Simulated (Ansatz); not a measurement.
The first iterations of a band of CH5B + H2 (9 atoms, charge 0, multiplicity 1).

Level of theory: RKS PBE-D4/def2-mTZVP in Ansatz 0.2.0.

```
movable images  : 1
climbing image  : yes
spring          : 5.0 eV/Å²
optimiser       : quadratic models (default)
start path      : through a guess of the saddle point
force threshold : 0.03 eV/Å
iteration limit : 60
end points      : relaxed
```

Initial state:

```xyz
9
Properties=species:S:1:pos:R:3
B 0.021 0.144 0.402
C 0.045 0.353 1.945
H -0.895 0.124 2.467
H 0.889 -0.115 2.471
H 0.191 1.449 2.072
H 1.041 -0.022 -0.216
H -1.004 0.252 -0.220
H -0.326 -2.326 -0.057
H -0.313 -2.430 0.689
```

Final state:

```xyz
9
Properties=species:S:1:pos:R:3
B -0.094 -0.572 -0.372
C 0.008 -0.035 2.244
H -0.953 0.009 2.770
H 0.816 -0.320 2.928
H 0.230 0.933 1.785
H 0.996 -0.097 -0.518
H -1.069 0.122 -0.444
H -0.219 -1.767 -0.326
H -0.066 -0.847 1.486
```

| iteration | highest image above the first end (eV) | largest band force component (eV/Å) |
| --- | --- | --- |
| 1 | 2.775 | 3.273 |
| 2 | 1.284 | 2.066 |
| 3 | 0.726 | 3.106 |
| 4 | 0.417 | 1.122 |

Question: Does the band converge within its limit, and where does its top end?

Answer: It converged. It ended after 13 iterations with the highest image 0.413 eV above the first end. Another band between the same ends (9 images) ends at a top of the same energy, where a vibrational analysis finds 1 clearly imaginary mode. So few images can step over the top or miss a turn of the path. The orbitals stay closed-shell, which can raise the energy where a bond breaks towards radicals; this wasn't checked here.

Time of the run: 20 s on 1 thread of Arm Neoverse V1, with other jobs on the host, peak memory 0.1 GiB.
